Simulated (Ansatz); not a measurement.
**One shape, several levels: BH5S (SMILES [H]B([H])([H])<-S)**

Wanted: a comparison of 6 runs (UHF/STO-3G, B3LYP/STO-3G, BHLYP/STO-3G, r2SCAN0/STO-3G, wB97M-V/STO-3G, MP2/STO-3G) of BH5S. 

The results are computed with Ansatz 0.2.0.

43 further runs of the same task are left out: 43 set aside as unsound or not needed.

### 1 The molecule

The species is BH5S (7 atoms), meant as a singlet with charge 0. As SMILES, `[H]B([H])([H])<-S`. The S2–B1 distance was set to 2.550 Å, away from the relaxed value.

Bond lengths: S2–H3 1.336 Å, S2–H4 1.337 Å, B1–H5 1.181 Å, B1–H6 1.184 Å, B1–H7 1.181 Å. Angles: H3–S2–H4 92.0°, H5–B1–H6 115.4°, H5–B1–H7 114.9°, H6–B1–H7 115.4°.

### 2 The energy at UHF/STO-3G (run 1)

The input, job.yaml:

```yaml
crystal:
  periodic: [false, false, false]
  atoms:
    - {symbol: B, position_ang: [0.126025, -0.213722, -1.326997]}
    - {symbol: S, position_ang: [0.134050, -0.231310, 1.222430]}
    - {symbol: H, position_ang: [0.506250, 1.037510, 1.415020]}
    - {symbol: H, position_ang: [-1.154430, 0.067690, 1.414850]}
    - {symbol: H, position_ang: [1.278585, -0.213462, -1.585527]}
    - {symbol: H, position_ang: [-0.454605, 0.783088, -1.591667]}
    - {symbol: H, position_ang: [-0.442305, -1.215732, -1.587737]}
basis:
  gaussian:
    orbitals: STO-3G
magnetization:
  spin_polarized: true
  initial_magnetization: 0
hamiltonian:
  xc: hf
accuracy: high
```

Started as:

```bash
$ ansatz run job.yaml --threads 1 --pin off --max-ram 2610MiB --events-out events.jsonl --progress --plain --runs-dir runs
```

Output:

```text
Warning: RAYON_NUM_THREADS=1 ignored (pool sized by the plan → 1); use --threads N
Functional definition: HF
  name "HF"
  exchange = exact_x
  correlation = 0
320 factors; integrals over basis functions are off by at most 1.2e-8 eV
mean field evaluation 1: about -11438.7057 eV, gradient 8.9e0 eV
mean field evaluation 2: about -11438.7316 eV, gradient 8.9e0 eV
mean field evaluation 4: about -11439.6124 eV, gradient 3.6e-1 eV
mean field evaluation 8: about -11439.6132 eV, gradient 3.7e-6 eV
mean field -11439.61315734 eV, -420.3980294839 hartree, gradient 1.3e-8 eV, S^2 0.000000; 0 other end points of the search recorded, 0 dependent functions left out
reference -11439.61315734 eV, -420.3980294839 hartree; 13, 13 occupied and 6, 6 virtual orbitals, 320 factors
Total energy: -11439.61315734 eV, -420.3980294839 hartree
```

It took 0.1 s on 1 thread of Arm Neoverse V2, shared host.

### 3 The energy at B3LYP/STO-3G (run 2)

The input, in.yaml:

```yaml
crystal:
  periodic: [false, false, false]
  atoms:
    - {symbol: B, position_ang: [0.126025, -0.213722, -1.326997]}
    - {symbol: S, position_ang: [0.134050, -0.231310, 1.222430]}
    - {symbol: H, position_ang: [0.506250, 1.037510, 1.415020]}
    - {symbol: H, position_ang: [-1.154430, 0.067690, 1.414850]}
    - {symbol: H, position_ang: [1.278585, -0.213462, -1.585527]}
    - {symbol: H, position_ang: [-0.454605, 0.783088, -1.591667]}
    - {symbol: H, position_ang: [-0.442305, -1.215732, -1.587737]}
basis:
  gaussian: {orbitals: STO-3G}
total_charge: 0
hamiltonian: {xc: {name: B3LYP}}
accuracy: high
```

Started as:

```bash
$ ansatz run in.yaml --threads 1 --pin off --max-ram 2610MiB --events-out events.jsonl --progress --plain --runs-dir runs
```

Output:

```text
Warning: RAYON_NUM_THREADS=1 ignored (pool sized by the plan → 1); use --threads N
Functional definition: B3LYP
  name "B3LYP"
  parameter a0 = 0.2
  parameter ax = 0.72
  parameter ac = 0.81
  exchange = (1 - a0 - ax)*slater_x + ax*b88_x + a0*exact_x
  correlation = (1 - ac)*vwn_rpa_c + ac*lyp_c
320 factors; integrals over basis functions are off by at most 1.2e-8 eV
mean field evaluation 1: about -11462.8514 eV, gradient 1.1e1 eV
mean field evaluation 2: about -11463.4954 eV, gradient 6.1e0 eV
mean field evaluation 4: about -11463.6707 eV, gradient 5.6e-2 eV
mean field evaluation 8: about -11463.6166 eV, gradient 1.7e-4 eV
mean field -11463.61661171 eV, -421.2801401620 hartree, gradient 6.0e-8 eV, S^2 0.000000; 0 other end points of the search recorded, 0 dependent functions left out
reference -11463.61664051 eV, -421.2801412203 hartree; 13, 13 occupied and 6, 6 virtual orbitals, 320 factors
Total energy: -11463.61664051 eV, -421.2801412203 hartree
```

Wall time 1.1 s (1 thread of Arm Neoverse V2, shared host); peak memory 0.098 GiB.

Run 3 isn't shown in full; the table further down has it.

### 4 A single-point energy at r2SCAN0/STO-3G (run 4)

Edit in.yaml of step 3 so:

```diff
@@ -1 +1,4 @@
+basis:
+  gaussian:
+    orbitals: STO-3G
 crystal:
@@ -10,6 +13,4 @@
     - {symbol: H, position_ang: [-0.442305, -1.215732, -1.587737]}
-basis:
-  gaussian: {orbitals: STO-3G}
-total_charge: 0
-hamiltonian: {xc: {name: B3LYP}}
+hamiltonian:
+  xc: {name: r2SCAN0}
 accuracy: high
```

Started as:

```bash
$ ansatz run in.yaml --threads 1 --pin off --max-ram 2610MiB --events-out events.jsonl --progress --plain --runs-dir runs
```

Output:

```text
Warning: RAYON_NUM_THREADS=1 ignored (pool sized by the plan → 1); use --threads N
Functional definition: r2SCAN0
  name "r2SCAN0"
  parameter a = 0.25
  parameter k0 = 0.174
  parameter k1 = 0.065
  parameter a1 = 4.9479
  exchange = (1 - a)*r2scan_x(k0 = k0, k1 = k1, a1 = a1) + a*exact_x
  correlation = r2scan_c
320 factors; integrals over basis functions are off by at most 1.2e-8 eV
mean field evaluation 1: about -11461.7912 eV, gradient 9.4e0 eV
mean field evaluation 2: about -11462.3611 eV, gradient 3.7e0 eV
mean field evaluation 4: about -11462.4231 eV, gradient 5.5e-2 eV
mean field evaluation 8: about -11462.3702 eV, gradient 1.7e-4 eV
mean field -11462.37018863 eV, -421.2343349585 hartree, gradient 3.9e-8 eV, S^2 0.000000; 0 other end points of the search recorded, 0 dependent functions left out
reference -11462.37018897 eV, -421.2343349709 hartree; 13, 13 occupied and 6, 6 virtual orbitals, 320 factors
Total energy: -11462.37018897 eV, -421.2343349709 hartree
```

Run time: 2.2 s. Hardware: 1 thread of Arm Neoverse V2, shared host; peak memory 0.14 GiB.

Run 5 isn't shown in full; the table further down has it.

### 5 The energy at MP2/STO-3G (run 6)

Edit in.yaml of step 4 so:

```diff
@@ -1,4 +1 @@
-basis:
-  gaussian:
-    orbitals: STO-3G
 crystal:
@@ -13,4 +10,5 @@
     - {symbol: H, position_ang: [-0.442305, -1.215732, -1.587737]}
-hamiltonian:
-  xc: {name: r2SCAN0}
+basis:
+  gaussian: {orbitals: STO-3G}
+correlation: {method: mp2, frozen_orbitals: {B: 1, H: 0, S: 5}}
 accuracy: high
```

Started as:

```bash
$ ansatz run in.yaml --threads 1 --pin off --max-ram 2610MiB --events-out events.jsonl --progress --plain --runs-dir runs
```

Output:

```text
Warning: RAYON_NUM_THREADS=1 ignored (pool sized by the plan → 1); use --threads N
[... 4 set-up lines as earlier in the session ...]
320 factors; integrals over basis functions are off by at most 1.2e-8 eV
mean field evaluation 1: about -11438.7057 eV, gradient 1.3e1 eV
mean field evaluation 2: about -11438.7316 eV, gradient 1.3e1 eV
mean field evaluation 4: about -11439.6124 eV, gradient 5.0e-1 eV
mean field evaluation 8: about -11439.6132 eV, gradient 4.3e-6 eV
mean field -11439.61315734 eV, -420.3980294839 hartree, gradient 1.8e-8 eV, S^2 0.000000; 0 other end points of the search recorded, 0 dependent functions left out
6 core orbitals not correlated: weight in the atoms' cores, before any rotation towards them, 1.000 or more for the frozen orbitals, at most 0.000 for the correlated occupied ones
reference -11439.61315734 eV, -420.3980294839 hartree; 7, 7 occupied and 6, 6 virtual orbitals, 320 factors
second order -1.90358106 eV of doubles, -0.00000000 eV of singles
Total energy: -11441.51673840 eV, -420.4679847977 hartree
```

Wall time 0.1 s (1 thread of Arm Neoverse V2, shared host).

### 6 The series

```
run           level  frozen core orbitals  energy (Eh)  wall time
  1      UHF/STO-3G                     –  -420.398029      0.1 s
  2    B3LYP/STO-3G                     –  -421.280141      1.1 s
  3    BHLYP/STO-3G                     –  -421.256699      1.1 s
  4  r2SCAN0/STO-3G                     –  -421.234335      2.2 s
  5  wB97M-V/STO-3G                     –  -421.276078       16 s
  6      MP2/STO-3G                     6  -420.467985      0.1 s
```

### 7 Summary of results

| quantity | value |
| --- | --- |
| run 6: total energy | -420.46798 Eh |
| run 6: correlation energy (6 core orbitals frozen) | -70.0 mEh |

What this shows: Totals of different functionals can't be ranked against each other. In runs 1, 2, 3, 4, 5, 6 the basis is minimal, so the values are rough. All runs together took 20 s, the longest 16 s.
